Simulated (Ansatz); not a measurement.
Basis-set extrapolation for `O=C(O)CCO` (PBE0-D4/def2-TZVP geometry, frozen core, Ansatz 0.2.0). Multiplicity 1, RHF reference.

|  | def2-TZVPP | def2-QZVPP |
| --- | --- | --- |
| HF | -341.846626 | -341.862214 |
| MP2 correlation | -1.203191 | -1.292907 |
| CCSD(T) correlation | -1.276843 | not run |

Energies in hartree. Use E(X) = E(∞) + A·exp(−7.88·√X) for Hartree–Fock and E(X) = E(∞) + B·X^(−2.97) for correlation, with X = 3 and 4, and add CCSD(T) minus MP2 of the smaller set to the MP2 limit.

What is the CCSD(T) energy at the basis-set limit?

HF limit: -341.862214 + (-0.015588) × 0.13774 = -341.86436. MP2 limit: -1.292907 + (-0.089716) × 0.74074 = -1.35936. Higher-order term: -1.276843 − (-1.203191) = -0.07365. Total: -343.29737 hartree, 4.73 eV below CCSD(T)/def2-TZVPP.
